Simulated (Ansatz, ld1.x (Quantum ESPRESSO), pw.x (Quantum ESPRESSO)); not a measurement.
From atom to crystal: RRKJ potential for mercury

ld1.x (Quantum ESPRESSO) 7.5 input, shortened:

```
&input
   title='Hg', zed=80., rel=1, dft='PBESOL', iswitch=3,
   config='[Xe] 4f14 5d10 5f-2 6s1.5 6p0'
 /
 &inputp
   pseudotype=2, tm=.false., rho0=0.01, lloc=2,
   nlcc=.false.
 /
4
6S  1  0   1.50   0.00  2.15  2.15  0.0
6P  2  1   0.00   0.00  2.15  2.15  0.0
5F  4  3  -2.00  -0.15  1.80  1.80  0.0
5D  3  2  10.00   0.00  1.80  1.80  0.0
 &test
   configts(1)='5d10 6s1.5 6p0'
 /
```

Crystal test: sc Hg in pw.x 7.5, no spin, 11³ k-points, Fermi–Dirac smearing 0.01 Ry, cutoffs 85/340 Ry. The lattice is a test structure that the element need not adopt, and mesh and smearing are coarse.

pw.x input:

```
&control
  calculation='scf', prefix='x', pseudo_dir='./', outdir='./tmp', tstress=.true., disk_io='none'
/
&system
  ibrav=0, nat=1, ntyp=1, ecutwfc=85, ecutrho=340, nbnd=14,
  occupations='smearing', smearing='fd', degauss=0.01
/
&electrons
  conv_thr=1e-09, mixing_beta=0.4, electron_maxstep=70
/
ATOMIC_SPECIES
Hg 1.0 Hg.UPF
CELL_PARAMETERS angstrom
  2.94810757 0.00000000 0.00000000
  0.00000000 2.94810757 0.00000000
  0.00000000 0.00000000 2.94810757
ATOMIC_POSITIONS crystal
Hg 0.0000 0.0000 0.0000
K_POINTS automatic
11 11 11 0 0 0
```

```bash
pw.x < Hg.scf.in > Hg.scf.out
```

Q: How does the run end?

A: It converges; the pressure is -42.26 GPa against -0.07 GPa from all-electron LAPW. This is a poor potential for the solid. The pseudo pressure rises with volume over the whole range, a mechanical instability. Note: ghost states, extra bound levels that the all-electron valence spectrum of the same l lacks: s at -77.9 eV, p at -16.3 eV. A true bound ghost makes a file unfit for plane-wave use. The log shows:

```
     scf convergence threshold =      1.0E-09
     Exchange-correlation= PBESOL
     number of k points=    56  Fermi-Dirac smearing, width (Ry)=  0.0100
     iteration #  1     ecut=    85.00 Ry     beta= 0.40
     total energy              =     -87.22212835 Ry
     estimated scf accuracy    <      12.92204377 Ry
     iteration #  2     ecut=    85.00 Ry     beta= 0.40
     total energy              =     -91.01508650 Ry
     estimated scf accuracy    <       4.00033821 Ry
     iteration #  3     ecut=    85.00 Ry     beta= 0.40
     total energy              =     -91.30639566 Ry
     estimated scf accuracy    <       0.31179554 Ry
     iteration #  4     ecut=    85.00 Ry     beta= 0.40
     total energy              =     -91.34247784 Ry
     estimated scf accuracy    <       0.03602551 Ry
     [... 4 iterations left out ...]
     iteration #  9     ecut=    85.00 Ry     beta= 0.40
     total energy              =     -91.34499549 Ry
     estimated scf accuracy    <       0.00000014 Ry
     iteration # 10     ecut=    85.00 Ry     beta= 0.40
     total energy              =     -91.34499554 Ry
     estimated scf accuracy    <       0.00000001 Ry
     iteration # 11     ecut=    85.00 Ry     beta= 0.40
     total energy              =     -91.34499553 Ry
     estimated scf accuracy    <       0.00000002 Ry
     iteration # 12     ecut=    85.00 Ry     beta= 0.40
     the Fermi energy is     7.5437 ev
!    total energy              =     -91.34499553 Ry
     estimated scf accuracy    <          1.8E-10 Ry
     smearing contrib. (-TS)   =      -0.01198170 Ry
     The total energy is F=E-TS. E is the sum of the following terms:
     one-electron contribution =     -26.18746081 Ry
     hartree contribution      =      20.48622075 Ry
     xc contribution           =     -12.29443079 Ry
     ewald contribution        =     -73.33734298 Ry
     convergence has been achieved in  12 iterations
          total   stress  (Ry/bohr**3)                   (kbar)     P=     -422.55
     Message from routine punch:
     Nothing written, as per user request (disk_io='none')
```
